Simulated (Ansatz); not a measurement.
Tetradymite Bi₂Te₃ was calculated with rVV10 in Ansatz (PAW).

Numerical settings: plane-wave cutoff 520 eV, 10×10×10 k mesh, Fermi–Dirac smearing 0.01 eV, scalar-relativistic PAW data made under PBE.

Energies at three volumes about the minimum:

| V (Å³/atom) | E − E_lowest (meV/atom) |
|---|---|
| 35.441 | 1.60 |
| 36.164 | 0.00 |
| 36.888 | 1.39 |

Task: Fit a parabola by hand: where is the minimum, and what is the bulk modulus?

Result: Slopes: (0.00 − 1.60)/(36.164 − 35.441) = -2.213 and (1.39 − 0.00)/(36.888 − 36.164) = 1.920 meV/Å³. Curvature E″ = 2 × (1.920 − (-2.213))/(36.888 − 35.441) = 5.713 meV/Å⁶. From the middle of the first interval, the slope vanishes at V0 = 35.8025 − (-2.213)/5.713 = 36.190 Å³/atom. B = V0 E″ = 36.190 × 5.713 meV/Å³ × 0.1602 GPa per meV/Å³ = 33.1 GPa. The full Birch–Murnaghan fit to all volumes gives V0 = 36.167 Å³/atom and B0 = 32.8 GPa.

Shape and atoms are relaxed at each volume.

Measured, for comparison: bulk modulus 37 GPa (temperature not stated, no zero-point or thermal correction, our sources range from 32.5 to 39.5; as tabulated in Toher et al. (2017), arXiv:1611.05714). Computed (rounded) less measured: bulk modulus not scored (sources differ).

Note: the bulk modulus comes from volumes at which shape and atoms were relaxed.

Ansatz is a quantum-chemistry and plane-wave program.
